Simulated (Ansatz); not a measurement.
**BClH₄Si: vertical ionisation energy**

An exercise on one series of results from a longer session: the logs are not shown, and one member is left open.

The runs use Ansatz 0.2.0, Gaussian basis; unrestricted cation, the program's frozen cores in correlated methods.

Plan: UKS PBE-D4/def2-TZVPP; UKS r2SCAN-D4/def2-TZVPP; UKS PBE0-D4/def2-TZVPP; UKS B3LYP-D4/def2-TZVPP; UKS wB97X-V/def2-TZVPP; UKS wB97M-V/def2-TZVPP; UKS B2PLYP/def2-TZVPP; UHF-CCSD(T)/def2-TZVPP; UHF-CCSD(T)/def2-QZVPP; extrapolation to the limit; then −ε(HOMO) from the neutral's earlier runs with LDA (SPW92), PBE-D4, revPBE-D4, BLYP-D4, r2SCAN-D4, B97M-V, PBE0-D4, B3LYP-D4, r2SCANh-D4, r2SCAN0-D4, HSE06-D4, BHLYP-D4, CAM-B3LYP-D4, LC-ωPBE, ωB97X-V, ωB97M-V.

## The geometry

All runs share one geometry, relaxed beforehand with PBE0-D4 in a triple-zeta def2 set.

SMILES `[SiH3]BCl`, 7 atoms, charge 0, spin multiplicity 1.

Atoms are counted from 1 here; the program's logs count them from 0.

Bond lengths: Si1–B2 2.016 Å, Si1–H4 1.491 Å, Si1–H5 1.486 Å, Si1–H6 1.490 Å, B2–Cl3 1.739 Å, B2–H7 1.194 Å. Angles: B2–Si1–H4 108.8°, B2–Si1–H5 113.0°, B2–Si1–H6 109.0°, H4–Si1–H5 109.1°, H4–Si1–H6 107.6°, H5–Si1–H6 109.2°, Si1–B2–Cl3 121.6°, Si1–B2–H7 122.6°, Cl3–B2–H7 115.8°.

Geometry (Å):

```mol
BClH4Si
  3D, bonds by distance, orders not assigned

  7  6  0  0  0  0  0  0  0  0999 V2000
   -0.6420    0.4920   -0.3118 Si  0  0
    0.7993   -0.6428    0.5250 B   0  0
    2.1196   -1.2753   -0.4135 Cl  0  0
   -1.9585   -0.1773   -0.1107 H   0  0
   -0.4301    0.7226   -1.7643 H   0  0
   -0.6926    1.8059    0.3897 H   0  0
    0.8045   -0.9252    1.6856 H   0  0
  1  2  8  0
  2  3  8  0
  1  4  8  0
  1  5  8  0
  1  6  8  0
  2  7  8  0
M  END
```

Set-up of the first run:

Contents of in.yaml:

```yaml
crystal:
  periodic: [false, false, false]
  atoms:
    - {symbol: Si, position_ang: [-0.641994, 0.491964, -0.311789]}
    - {symbol: B, position_ang: [0.799280, -0.642761, 0.525041]}
    - {symbol: Cl, position_ang: [2.119562, -1.275327, -0.413521]}
    - {symbol: H, position_ang: [-1.958548, -0.177251, -0.110703]}
    - {symbol: H, position_ang: [-0.430134, 0.722643, -1.764348]}
    - {symbol: H, position_ang: [-0.692640, 1.805946, 0.389709]}
    - {symbol: H, position_ang: [0.804464, -0.925204, 1.685611]}
basis:
  gaussian: {orbitals: def2-TZVPP}
total_charge: 1
magnetization: {spin_polarized: true, initial_magnetization: 1}
hamiltonian: {xc: pbe, dispersion: d4}
```

Command:

```console
$ ansatz run in.yaml --threads 2 --pin off --events-out ev --progress --plain --max-ram 20480MiB --backend cpu
```

Steps of the session up to this table: Cation, UKS PBE-D4/def2-TZVPP; Cation, UKS r2SCAN-D4/def2-TZVPP; Cation, UKS PBE0-D4/def2-TZVPP; Cation, UKS B3LYP-D4/def2-TZVPP; Cation, UKS wB97X-V/def2-TZVPP; Cation, UKS wB97M-V/def2-TZVPP; Cation, UKS B2PLYP (frozen core)/def2-TZVPP; Cation, UHF-CCSD(T)/def2-TZVPP; Cation, UHF-CCSD(T)/def2-QZVPP.

One table of the session follows, with a row left open; its other results are not shown here.

It belongs to the step «Ionisation energies side by side». For comparison, −ε(HOMO) of the neutral from earlier runs:

```
  functional  −ε(HOMO) (eV)
 LDA (SPW92)           6.81
      PBE-D4           6.74
   revPBE-D4           6.70
     BLYP-D4           6.62
   r2SCAN-D4           7.00
      B97M-V           7.13
     PBE0-D4           7.99
    B3LYP-D4              ?
  r2SCANh-D4           7.46
  r2SCAN0-D4           8.16
    HSE06-D4           7.59
    BHLYP-D4           9.16
CAM-B3LYP-D4           9.35
     LC-ωPBE          10.69
     ωB97X-V          10.35
     ωB97M-V          10.15
```

Estimate the missing values for B3LYP-D4.

Worked estimate for «−ε(HOMO) (eV)». Against the share of exact exchange, BLYP-D4 (0, 6.62), BHLYP-D4 (0.5, 9.16) give a slope of 5.08 per unit share; at 0.2 the line stands at 7.64.

**Answer.** −ε(HOMO) (eV): 7.79. In «−ε(HOMO) (eV)» the line misses by -0.15.
